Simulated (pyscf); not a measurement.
# Routes from :HSi–SeH [singlet] + H₂

Candidate steps break at most two bonds and form at most two. Each was searched with GFN2-xTB (tblite) first. Single points on ωB97X-D3(BJ)/def2-SVP structures (PySCF, gas phase). Energies: ωB97M-D3(BJ)/def2-TZVP, kcal/mol, from the separated reactants, singlet surface; ΔG‡ with ideal gas, 1 atm, RRHO with modes under 100 cm⁻¹ raised to 100, one conformer, R ln 2 for chiral ones without a mode under 150 cm⁻¹.

```
products                             type   ΔE‡     ΔE  ΔG‡ 298 K  ΔG‡ 900 K  ν‡ (cm⁻¹)
------------  ---------------------------  ----  -----  ---------  ---------  ---------
H₃Si–SeH                        insertion  16.8  -41.6       25.4       42.7      1238i
H₂Si=Se + H₂  concerted two-bond exchange  39.3  -12.1       47.5       66.6      1817i
```

Plain bond fissions and candidates not yet searched are not listed, and one of them may be faster. Each barrier is that of the saddle found; lower ones may exist. Elements up to Kr have no core potential and no relativistic terms here.
